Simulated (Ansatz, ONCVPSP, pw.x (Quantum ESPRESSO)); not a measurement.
## Nb: does the ONCV potential hold in the solid?

```
Element                 : Nb (Z = 41)
Generator               : ONCVPSP 4.0.1.1 (patched build)
Type                    : optimised norm-conserving Vanderbilt (ONCV)
Functional              : PBEsol
Relativity              : scalar-relativistic
Frozen core             : [Ar] 3d10 4s2
Valence charge          : 11
Reference configuration : 4p6 4d4 5s0.5 (charge +0.5)
Partial waves           : 5s: rc 2.75 bohr, ncon 3, nbas 7, qcut 2.1 1/bohr, 2 projectors, debl 3 Ha; 4p: rc 1.65 bohr, ncon 4, nbas 7, qcut 8.8 1/bohr, 1 projector; 4d: rc 1.65 bohr, ncon 4, nbas 9, qcut 10.2 1/bohr, local; f scattering state at 0.14 Ha: rc 2.35 bohr, ncon 3, nbas 6, qcut 4.2 1/bohr, 2 projectors, debl 3 Ha
Local potential         : the d channel
Core correction         : polynomial model core, fcfact 0.3
```

Atomic tests: cutoffs needed: 23 Ha and 28 Ha (the cutoffs (Ha) at which the residual kinetic energy of the hardest occupied pseudo-wave falls to 1 and 0.1 mHa per electron); ghost test: ghosts flagged at negative energy: s at -5.1 eV; no localised positive-energy state flagged; a true bound ghost makes a file unfit for plane-wave use; configuration tests: 3 of 4 tests not solved or not reliable.

Crystal test: sc Nb in pw.x 7.5, no spin, 12³ k-points, Fermi–Dirac smearing 0.01 Ry, cutoffs 70/280 Ry. The reference is all-electron LAPW (Ansatz 0.2.0) with the same functional, mesh and smearing; V0 and B0 come from Birch–Murnaghan fits to the pressures at five volumes. Errors are pseudo minus all-electron; Δ is the rms difference of the E(V) curves that follow from these fits, minima aligned, over ±6 % about the mean V0. Mesh and smearing are coarse, so the numbers serve the comparison and aren't converged zero-temperature values; the lattice is a test structure that the element need not adopt.

| V (Å³/atom) | P all-electron (GPa) | P pseudo (GPa) |
| --- | --- | --- |
| 18.214 | 10.06 | 9.03 |
| 18.694 | 5.59 | 4.66 |
| 19.173 | 1.63 | 0.79 |
| 19.652 | -1.87 | -2.64 |
| 20.132 | -4.97 | -5.67 |

All-electron: a0 = 2.687 Å (V0 = 19.39 Å³/atom), B0 = 142.4 GPa.

Pseudopotential: mean pressure error (GPa): -0.85; a0 (Å): 2.681; a0 error (%): -0.19; B0 error (%): +0.1; Δ (meV/atom): 3.5. The largest radius (2.75 bohr) exceeds half the bond length (2.53 bohr), so the spheres overlap, which is one possible source of error among others. Note: ghosts flagged at negative energy: s at -5.1 eV; no localised positive-energy state flagged. A true bound ghost makes a file unfit for plane-wave use. Atomic configuration tests: 3 of 4 tests not solved or not reliable.

Q: At the middle volume, how do free energy and pressure move when the wave cutoff is lowered (ecutrho kept at four times it)?

A:

```tsv
cutoff (Ry)	shift of F (meV/atom)	shift of P (GPa)
32	+1162.0	-22.04
42	+316.1	-11.41
56	+22.2	-1.52
```

The run at the middle volume (84 k-points, 9 iterations) took about 15 s on one core of a shared host (Intel(R) Xeon(R) Platinum 8488C, 96 threads, 744 GiB, load 27).
